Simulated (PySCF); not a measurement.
Species: cis-2,trans-4-hexadiene, C₆H₁₀.
Atom-mapped SMILES: `[CH3:1]/[CH:2]=[CH:3]\[CH:4]=[CH:5]\[CH3:6]` (hydrogens: H7, H8, H9 on C1; H10 on C2; H11 on C3; H12 on C4; H13 on C5; H14, H15, H16 on C6)

Computed by this run: PySCF 2.14.0, PBE0-D3(BJ)/def2-SVP geometry optimisation, gas phase; density fitting, grid level 1; the optimiser is geomeTRIC in internal coordinates, started from an MMFF94s structure.

Step 0: E = -6372.2254 eV
```
atom  x, y, z in Å  |  force x, y, z in eV/Å
C1     -2.5312   -0.9163    0.2201    0.318   0.379  -0.091
C2     -2.0380    0.4528   -0.1224   -0.150  -0.194   0.044
C3     -0.7718    0.8882   -0.2155   -0.169  -0.145   0.035
C4      0.4247    0.1085    0.0007    0.052   0.524  -0.133
C5      1.6568    0.6274   -0.1141    0.290  -0.749   0.195
C6      2.9112   -0.1549    0.1036   -0.410   0.232  -0.065
H7     -3.1380   -1.3049   -0.6039   -0.236  -0.156  -0.119
H8     -3.1626   -0.8667    1.1128   -0.240  -0.081   0.173
H9     -1.7326   -1.6349    0.4150    0.202  -0.125   0.035
H10    -2.8270    1.1780   -0.3189   -0.163   0.191  -0.051
H11    -0.6206    1.9347   -0.4805    0.065   0.191  -0.048
H12     0.3153   -0.9388    0.2666   -0.007  -0.326   0.084
H13     1.7892    1.6738   -0.3794   -0.099   0.337  -0.088
H14     3.4946    0.2947    0.9129    0.311   0.077   0.144
H15     2.7096   -1.1980    0.3670   -0.078  -0.156   0.039
H16     3.5192   -0.1442   -0.8062    0.315   0.000  -0.155
```

Step 1: E = -6372.2546 eV
```
atom  x, y, z in Å  |  force x, y, z in eV/Å
C1     -2.5373   -0.9104    0.2184   -0.027  -0.005  -0.001
C2     -2.0614    0.4616   -0.1255    0.022  -0.015   0.004
C3     -0.7887    0.8923   -0.2172    0.099   0.009   0.000
C4      0.4212    0.1144   -0.0011   -0.054  -0.058   0.012
C5      1.6666    0.6096   -0.1094    0.004   0.109  -0.024
C6      2.9291   -0.1533    0.1039   -0.025  -0.026   0.005
H7     -3.1603   -1.3198   -0.5965    0.021  -0.003   0.037
H8     -3.1808   -0.8839    1.1156    0.022  -0.019  -0.029
H9     -1.7224   -1.6236    0.4096   -0.013   0.051  -0.012
H10    -2.8532    1.1949   -0.3235    0.034  -0.011   0.003
H11    -0.6271    1.9440   -0.4834   -0.012  -0.013   0.002
H12     0.3077   -0.9433    0.2672   -0.010   0.015  -0.003
H13     1.7793    1.6695   -0.3781   -0.019  -0.021   0.004
H14     3.5382    0.2936    0.9103   -0.035  -0.018  -0.032
H15     2.7254   -1.2018    0.3692    0.031   0.008  -0.001
H16     3.5624   -0.1443   -0.8016   -0.035  -0.002   0.037
```

**Question.** Estimate the geometry and energy of step 2. (The exact step hangs on the optimiser's Hessian estimate; all steps are aligned on step 1, rigid shifts and turns removed.)

**Answer.** E = -6372.2487 eV, largest force 0.277 eV/Å
```
atom  x, y, z in Å  |  force x, y, z in eV/Å
C1     -2.4895   -0.9096    0.2189   -0.080   0.012  -0.004
C2     -2.0544    0.4742   -0.1287   -0.030   0.028  -0.008
C3     -0.7876    0.9181   -0.2239   -0.077  -0.154   0.039
C4      0.4049    0.1210   -0.0030    0.023   0.267  -0.069
C5      1.6474    0.6207   -0.1123    0.072  -0.198   0.052
C6      2.8905   -0.1696    0.1075    0.080   0.069  -0.016
H7     -3.1046   -1.3411   -0.5891   -0.001  -0.009   0.004
H8     -3.1249   -0.9053    1.1209    0.000  -0.009   0.001
H9     -1.6495   -1.5928    0.4029   -0.026   0.008  -0.002
H10    -2.8589    1.1930   -0.3233   -0.004  -0.007   0.001
H11    -0.6236    1.9690   -0.4898    0.000  -0.026   0.006
H12     0.2823   -0.9354    0.2649    0.023   0.054  -0.013
H13     1.7680    1.6791   -0.3805   -0.009  -0.034   0.008
H14     3.5029    0.2648    0.9161    0.017  -0.007   0.003
H15     2.6684   -1.2143    0.3714   -0.006   0.014  -0.003
H16     3.5271   -0.1724   -0.7939    0.017  -0.007   0.002
```

The energy changes by +0.0059 eV. The first-order estimate −F·Δx gives -0.0069 eV and the mean of the old and new forces, exact on a quadratic surface, +0.0052 eV. The step makes an angle of 79° with the force vector and moves no atom by more than 0.079 Å. The energy falls at the start of this step and ends higher, so the step passed the lowest point of its straight line.

The cost below is that of the whole optimisation. On one thread of an Arm Neoverse V1, no GPU, shared host, this took 43 s wall and 0.50 GiB of memory at its peak.
